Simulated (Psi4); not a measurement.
Pair of molecules: HF (SMILES F) (first 2 atoms) with HF (SMILES F); geometry from A24 set.
(charge 0, multiplicity 1):
```xyz
4

H      0.000     0.803     1.695
F      0.000    -0.046     1.340
H      0.000    -0.120    -0.491
F      0.000     0.010    -1.404
```

Level of theory: SAPT0/jun-cc-pV(D+d)Z in Psi4 1.11.

### Question
Which attractive term is largest, and how does the interaction split up?

### Answer
electrostatics -302.8, exchange 221.0, induction -80.7, dispersion -34.9, total -197.3 meV; the largest attraction is electrostatics.
